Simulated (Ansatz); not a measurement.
Two structures of CH$_{5}$AlO, closed shell, reached by relaxing down either side of one saddle point (PBE0-D4/def2-TZVP). Energies are electronic, without zero-point energy. Ansatz 0.2.0; basis: def2-TZVPP and def2-QZVPP; cores frozen in the correlated methods. Extrapolation: Hartree–Fock as exp(−7.88 √X), correlation as X^−2.97. First:

Al1  (-0.767, 0.035, 0.449)
C2  (0.956, 0.567, -0.290)
O3  (-1.445, -1.496, 0.157)
H4  (-1.026, -2.168, -0.377)
H5  (-1.648, 0.977, 1.363)
H6  (1.657, 0.822, 0.511)
H7  (0.851, 1.467, -0.905)
H8  (1.422, -0.205, -0.907)
(Å)

Second:

Al1  (-1.568, -0.204, 0.798)
C2  (0.971, 0.132, -0.492)
O3  (-1.946, -1.689, 0.351)
H4  (0.347, -0.770, -0.540)
H5  (-1.402, 1.253, 1.354)
H6  (1.278, 0.349, 0.533)
H7  (0.455, 0.995, -0.917)
H8  (1.864, -0.065, -1.086)
(Å)

(1) Which bonds change from the first to the second?

(2) Give the saddle point's structure and its height above each. (An estimate is asked for; the value comes from the calculation.)

The T1 diagnostic stays at or below 0.023.

Answers

(1) CH₅AlO ([CH3][AlH][OH]) → AlHO ([O][AlH]) + CH₄; bonds formed: C2–H4; bonds broken: Al1–C2, O3–H4.

(2) Computed: 280.5 kJ/mol above the first and 64.6 kJ/mol above the second (CCSD(T) at an estimated basis limit (MP2 extrapolated from triple and quadruple zeta, plus CCSD(T) − MP2 in triple zeta)).
Al1  (-1.155, -0.043, 0.636)
C2  (0.765, 0.148, -0.369)
O3  (-1.300, -1.554, 0.045)
H4  (-0.048, -0.868, -0.360)
H5  (-1.541, 1.255, 1.433)
H6  (1.321, 0.409, 0.538)
H7  (0.498, 1.058, -0.916)
H8  (1.459, -0.404, -1.007)
(Å)

Labels in which every atom is bracketed show which atoms are joined, not bond orders.

For scale, one of the runs: CCSD(T)/def2-TZVPP, 174 basis functions, launched by `ansatz run in.yaml --threads 2 --pin off --events-out ev --progress --plain --max-ram 4352MiB`. The run took 21 s on 2 CPU threads of an Arm Neoverse V2 (shared host), with 1.5 GiB of host memory at its peak.
